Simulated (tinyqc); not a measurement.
UHF in the sto-6g basis, for H2O+, spin multiplicity 2, step by step. One step of it, computed by the program tinyqc.

Question. Iteration 1: building the Fock matrix. J_ij = sum D_kl (ij|kl) with D = D(alpha) + D(beta), K_ij = sum D_kl (ik|jl) for each spin; F = H + J - K(s); E = tr D H + tr D J / 2 - 0.5 sum_s tr D(s) K(s) + E_nn.

D(alpha) at the start, lower triangle:
```
            1O 1s      1O 2s     1O 2px     1O 2py     1O 2pz     2H 1s     3H 1s
1O 1s    1.060481
1O 2s   -0.312217   1.303885
1O 2px   0.013691  -0.083851   0.615383
1O 2py   0.024994   0.088908  -0.198680   0.998316
1O 2pz   0.002260   0.228230  -0.320955  -0.277303   0.722656
2H 1s    0.089787  -0.314627   0.043521  -0.565521  -0.350455  1.112901
3H 1s    0.052014  -0.752211  -0.287109   0.442971  -0.318117  0.196175  0.894440
```

D(beta) at the start, lower triangle:
```
            1O 1s      1O 2s     1O 2px     1O 2py     1O 2pz      2H 1s     3H 1s
1O 1s    1.060356
1O 2s   -0.322587   0.443455
1O 2px   0.013254  -0.120073   0.613859
1O 2py   0.025345   0.117975  -0.197456   0.997334
1O 2pz  -0.002932  -0.202548  -0.339089  -0.262750   0.506986
2H 1s    0.096608   0.251359   0.067348  -0.584641  -0.067093   0.740599
3H 1s    0.061035  -0.003768  -0.255601   0.417687   0.056593  -0.296146  0.243409
```

core Hamiltonian H = T + V (hartree), lower triangle:
```
             1O 1s      1O 2s     1O 2px     1O 2py     1O 2pz      2H 1s      3H 1s
1O 1s   -32.885983
1O 2s    -7.268018  -9.107573
1O 2px    0.000000   0.000000  -7.359398
1O 2py    0.000000   0.000000   0.000000  -7.484176
1O 2pz   -0.013328  -0.154256   0.000000   0.000000  -7.411855
2H 1s    -1.239031  -2.858880   0.000000  -1.759505  -1.178551  -4.498546
3H 1s    -1.239031  -2.858880   0.000000   1.759505  -1.178551  -0.898288  -4.498546
```

Two-electron integrals (ij|kl) in chemists' order, unique and non-zero (hartree):
```
(11|11) 4.787491    (21|11) 0.675884    (21|21) 0.121505    (22|11) 1.117379
(22|21) 0.249212    (22|22) 0.817383    (31|31) 0.025762    (32|31) 0.039145
(32|32) 0.180664    (33|11) 1.117381    (33|21) 0.249212    (33|22) 0.817382
(33|33) 0.880663    (41|41) 0.025762    (42|41) 0.039145    (42|42) 0.180664
(43|43) 0.047461    (44|11) 1.117381    (44|21) 0.249212    (44|22) 0.817382
(44|33) 0.785741    (44|44) 0.880663    (51|51) 0.025762    (52|51) 0.039145
(52|52) 0.180664    (53|53) 0.047461    (54|54) 0.047461    (55|11) 1.117381
(55|21) 0.249212    (55|22) 0.817382    (55|33) 0.785741    (55|44) 0.785741
(55|55) 0.880663    (61|11) 0.121861    (61|21) 0.021007    (61|22) 0.042175
(61|33) 0.042085    (61|41) 0.000864    (61|42) 0.001693    (61|44) 0.042275
(61|51) 0.000561    (61|52) 0.001098    (61|54) 0.000123    (61|55) 0.042165
(61|61) 0.003702    (62|11) 0.309144    (62|21) 0.069977    (62|22) 0.255757
(62|33) 0.251425    (62|41) 0.004717    (62|42) 0.035470    (62|44) 0.260575
(62|51) 0.003058    (62|52) 0.022999    (62|54) 0.005933    (62|55) 0.255272
(62|61) 0.012177    (62|62) 0.101518    (63|31) 0.007603    (63|32) 0.043364
(63|43) 0.007242    (63|53) 0.004696    (63|63) 0.013994    (64|11) 0.192506
(64|21) 0.044176    (64|22) 0.172166    (64|33) 0.164527    (64|41) 0.010175
(64|42) 0.065639    (64|44) 0.184947    (64|51) 0.001668    (64|52) 0.014443
(64|54) 0.008544    (64|55) 0.167023    (64|61) 0.008020    (64|62) 0.083063
(64|64) 0.081145    (65|11) 0.124818    (65|21) 0.028643    (65|22) 0.111630
(65|33) 0.106677    (65|41) 0.001668    (65|42) 0.014443    (65|44) 0.110526
(65|51) 0.008684    (65|52) 0.052729    (65|54) 0.009738    (65|55) 0.117687
(65|61) 0.005200    (65|62) 0.053857    (65|64) 0.043540    (65|65) 0.042225
(66|11) 0.467537    (66|21) 0.107798    (66|22) 0.451881    (66|33) 0.434315
(66|41) 0.009004    (66|42) 0.093805    (66|44) 0.471415    (66|51) 0.005838
(66|52) 0.060822    (66|54) 0.024056    (66|55) 0.449912    (66|61) 0.018925
(66|62) 0.232426    (66|64) 0.216791    (66|65) 0.140564    (66|66) 0.774999
(71|11) 0.121861    (71|21) 0.021007    (71|22) 0.042175    (71|33) 0.042085
(71|41) -0.000864   (71|42) -0.001693   (71|44) 0.042275    (71|51) 0.000561
(71|52) 0.001098    (71|54) -0.000123   (71|55) 0.042165    (71|61) 0.003639
(71|62) 0.011714    (71|64) 0.007066    (71|65) 0.005007    (71|66) 0.017988
(71|71) 0.003702    (72|11) 0.309144    (72|21) 0.069977    (72|22) 0.255757
(72|33) 0.251425    (72|41) -0.004717   (72|42) -0.035470   (72|44) 0.260575
(72|51) 0.003058    (72|52) 0.022999    (72|54) -0.005933   (72|55) 0.255272
(72|61) 0.011714    (72|62) 0.079065    (72|64) 0.045230    (72|65) 0.040694
(72|66) 0.144134    (72|71) 0.012177    (72|72) 0.101518    (73|31) 0.007603
(73|32) 0.043364    (73|43) -0.007242   (73|53) 0.004696    (73|63) 0.010446
(73|73) 0.013994    (74|11) -0.192506   (74|21) -0.044176   (74|22) -0.172166
(74|33) -0.164527   (74|41) 0.010175    (74|42) 0.065639    (74|44) -0.184947
(74|51) -0.001668   (74|52) -0.014443   (74|54) 0.008544    (74|55) -0.167023
(74|61) -0.007066   (74|62) -0.045230   (74|64) -0.016105   (74|65) -0.022820
(74|66) -0.075677   (74|71) -0.008020   (74|72) -0.083063   (74|74) 0.081145
(75|11) 0.124818    (75|21) 0.028643    (75|22) 0.111630    (75|33) 0.106677
(75|41) -0.001668   (75|42) -0.014443   (75|44) 0.110526    (75|51) 0.008684
(75|52) 0.052729    (75|54) -0.009738   (75|55) 0.117687    (75|61) 0.005007
(75|62) 0.040694    (75|64) 0.022820    (75|65) 0.031030    (75|66) 0.080552
(75|71) 0.005200    (75|72) 0.053857    (75|74) -0.043540   (75|75) 0.042225
(76|11) 0.089472    (76|21) 0.020439    (76|22) 0.080472    (76|33) 0.078802
(76|44) 0.080558    (76|51) 0.001437    (76|52) 0.012648    (76|55) 0.082057
(76|61) 0.003507    (76|62) 0.030958    (76|64) 0.022070    (76|65) 0.018495
(76|66) 0.072288    (76|71) 0.003507    (76|72) 0.030958    (76|74) -0.022070
(76|75) 0.018495    (76|76) 0.011712    (77|11) 0.467537    (77|21) 0.107798
(77|22) 0.451881    (77|33) 0.434315    (77|41) -0.009004   (77|42) -0.093805
(77|44) 0.471415    (77|51) 0.005838    (77|52) 0.060822    (77|54) -0.024056
(77|55) 0.449912    (77|61) 0.017988    (77|62) 0.144134    (77|64) 0.075677
(77|65) 0.080552    (77|66) 0.282871    (77|71) 0.018925    (77|72) 0.232426
(77|74) -0.216791   (77|75) 0.140564    (77|76) 0.072288    (77|77) 0.774999
```

nuclear repulsion = 7.92342357 hartree

Give: Coulomb J; exchange K(alpha); exchange K(beta); F(alpha); F(beta); total energy of this density.

Answer.

Coulomb J (hartree), lower triangle:
```
          1O 1s    1O 2s   1O 2px   1O 2py  1O 2pz   2H 1s   3H 1s
1O 1s   16.2287
1O 2s    2.8245   7.2205
1O 2px  -0.0211  -0.1090   7.1885
1O 2py   0.0255   0.1527  -0.0281   7.2697
1O 2pz  -0.0040   0.0219  -0.0667  -0.0338  7.2033
2H 1s    0.4943   2.2948  -0.0374   1.5960  1.0104  4.4082
3H 1s    0.4923   2.2090  -0.0306  -1.4486  0.9735  0.7150  4.0065
```

exchange K(alpha) (hartree), lower triangle:
```
          1O 1s    1O 2s   1O 2px   1O 2py  1O 2pz   2H 1s   3H 1s
1O 1s    4.8697
1O 2s    0.6933   1.0678
1O 2px  -0.0206  -0.1515   0.7830
1O 2py   0.0769   0.1662  -0.1087   0.8161
1O 2pz   0.0310  -0.0131  -0.2945  -0.2291  0.7613
2H 1s    0.1555   0.3953  -0.1000   0.1334  0.0300  0.6408
3H 1s    0.0860   0.1817  -0.1505  -0.0671  0.0939  0.1380  0.3809
```

exchange K(beta) (hartree), lower triangle:
```
          1O 1s    1O 2s   1O 2px   1O 2py  1O 2pz   2H 1s   3H 1s
1O 1s    4.7974
1O 2s    0.5888   0.8434
1O 2px  -0.0288  -0.1715   0.7110
1O 2py   0.0766   0.1641  -0.1090   0.7679
1O 2pz  -0.0348  -0.1594  -0.3035  -0.2315  0.6352
2H 1s    0.1583   0.3997  -0.0990   0.1278  0.0267  0.5302
3H 1s    0.0998   0.2045  -0.1472  -0.0486  0.1002  0.1043  0.1625
```

F(alpha) (hartree), lower triangle:
```
           1O 1s    1O 2s   1O 2px   1O 2py   1O 2pz    2H 1s    3H 1s
1O 1s   -21.5271
1O 2s    -5.1368  -2.9548
1O 2px   -0.0005   0.0425  -0.9539
1O 2py   -0.0514  -0.0135   0.0806  -1.0305
1O 2pz   -0.0484  -0.1193   0.2278   0.1953  -0.9698
2H 1s    -0.9002  -0.9594   0.0626  -0.2970  -0.1981  -0.7311
3H 1s    -0.8327  -0.8316   0.1199   0.3780  -0.2990  -0.3213  -0.8730
```

F(beta) (hartree), lower triangle:
```
           1O 1s    1O 2s   1O 2px   1O 2py   1O 2pz    2H 1s    3H 1s
1O 1s   -21.4547
1O 2s    -5.0324  -2.7304
1O 2px    0.0077   0.0625  -0.8819
1O 2py   -0.0511  -0.0114   0.0809  -0.9823
1O 2pz    0.0175   0.0271   0.2368   0.1977  -0.8437
2H 1s    -0.9030  -0.9638   0.0616  -0.2913  -0.1949  -0.6205
3H 1s    -0.8465  -0.8544   0.1166   0.3595  -0.3053  -0.2875  -0.6545
```

total energy of this density = -71.641380 hartree
